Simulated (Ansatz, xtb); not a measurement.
# Two isomers of C4H7−

Structure a: `[CH2-]/C=C\C`, a singlet. Structure b: `[CH2-]/C=C/C`, a singlet. Both are isolated ions in the gas phase, relaxed with r2SCAN-D4/def2-SVPD; the shapes shown needn't be the lowest conformers.

a (Å):

| atom | x (Å) | y (Å) | z (Å) |
| --- | --- | --- | --- |
| C | -0.5048 | 0.8842 | 0.7945 |
| C | 0.8763 | 0.6835 | 0.9053 |
| C | 1.7629 | 0.0904 | 0.0055 |
| C | 1.2774 | -0.4455 | -1.3035 |
| H | -1.0683 | 1.3700 | 1.5969 |
| H | -1.0681 | 0.5637 | -0.0890 |
| H | 1.3337 | 1.0480 | 1.8423 |
| H | 2.8279 | 0.0168 | 0.2513 |
| H | 0.7853 | 0.3307 | -1.9406 |
| H | 2.0960 | -0.8818 | -1.9032 |
| H | 0.4977 | -1.2390 | -1.1912 |

b (Å):

```xyz
11

C    -0.5296    1.0846    1.3311
C     0.3539    0.2888    0.5934
C     0.9876    0.4668   -0.6375
C     1.9330   -0.5300   -1.2320
H    -0.8671    2.0639    0.9698
H    -0.9276    0.7376    2.2890
H     0.6030   -0.6762    1.0790
H     0.8131    1.3960   -1.2016
H     2.9840   -0.1688   -1.3699
H     2.0063   -1.4170   -0.5753
H     1.6377   -0.9206   -2.2375
```

**Question.** Which of the two would you expect CCSD(T)/def2-SVPD + ΔMP2/def2-TZVPPD electronic energies to favour?

**Answer.** Structure a; the calculation gives E(b) − E(a) = +3.8 kcal/mol.

How the difference moves with the method:

```
                               level             geometry  E(b) − E(a) (kcal/mol)  departure from the last row (kcal/mol)  job, with rough time for the two
                            GFN2-xTB             GFN2-xTB                      −0.9                                    −4.7             optimisation, 0.066 s
                           HF/STO-3G             GFN2-xTB                      −0.6                                    −4.4              single point, 0.16 s
       r2SCAN-D4/def2-SVPD//GFN2-xTB             GFN2-xTB                      +1.0                                    −2.8               single point, 3.4 s
                 r2SCAN-D4/def2-SVPD  r2SCAN-D4/def2-SVPD                      +2.6                                    −1.2                optimisation, 51 s
                        HF/def2-SVPD  r2SCAN-D4/def2-SVPD                      +2.6                                    −1.2           part of the CCSD(T) run
                       MP2/def2-SVPD  r2SCAN-D4/def2-SVPD                      +3.8                                    −0.1           part of the CCSD(T) run
                   CCSD(T)/def2-SVPD  r2SCAN-D4/def2-SVPD                      +3.3                                    −0.5                      single point
CCSD(T)/def2-SVPD + ΔMP2/def2-TZVPPD  r2SCAN-D4/def2-SVPD                      +3.8                                                        single point, 39 s
```

As drawn, both hold the same kinds of bond in the same numbers.

GFN2-xTB, HF/STO-3G put the two in the other order. The largest departure from CCSD(T)/def2-SVPD + ΔMP2/def2-TZVPPD is that of GFN2-xTB, 4.7 kcal/mol. The last row adds to CCSD(T) the change of the MP2 difference between the two basis sets, here +0.5 kcal/mol.

With harmonic frequencies from r2SCAN-D4/def2-SVPD (ideal gas, rigid rotor, one conformer each, 298.15 K, 1 atm): on the last row, ΔE + ΔZPE = +3.4 kcal/mol. A mode under 50 cm⁻¹ makes harmonic enthalpies and free energies unreliable, so none is given.

The correlated steps freeze 4 core orbitals. Programs: Ansatz 0.2.0, xtb 6.7.1; the last row on 2 threads of Arm Neoverse V2 on a shared host.
